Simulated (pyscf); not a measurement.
Structures and frequencies: ωB97X-D3(BJ)/def2-SVP in PySCF. Correlated levels are frozen-core, on RHF or UHF. ΔMP2 is the change of the MP2 total energy from the triple- to the quadruple-zeta basis.

Estimate the classical barrier height and the reaction energy of •O–PH₂ + silane (SiH₄) → HO–PH₂ + silyl (SiH₃•) at CCSD(T)/def2-TZVPP + ΔMP2(QZVPP). The step runs on the doublet surface, breaks H–Si and forms H–O; take the separated reactants as zero.

ΔE‡ = 22.2 kcal/mol, ΔE = +6.4 kcal/mol. Zero-point energy shifts the barrier by -1.5 kcal/mol. It is a hydrogen abstraction, with an imaginary mode of 1623i cm⁻¹. •O–PH₂ lies 8.3 kcal/mol over its isomer HO–PH• (electronic energy, ωB97M-D3(BJ)/def2-TZVP). One saddle was located; it need not be the lowest between these sides. The angle at the transferred H is 163°. The CCSD(T) − MP2 part came from Ansatz, without density fitting, on the same reference.
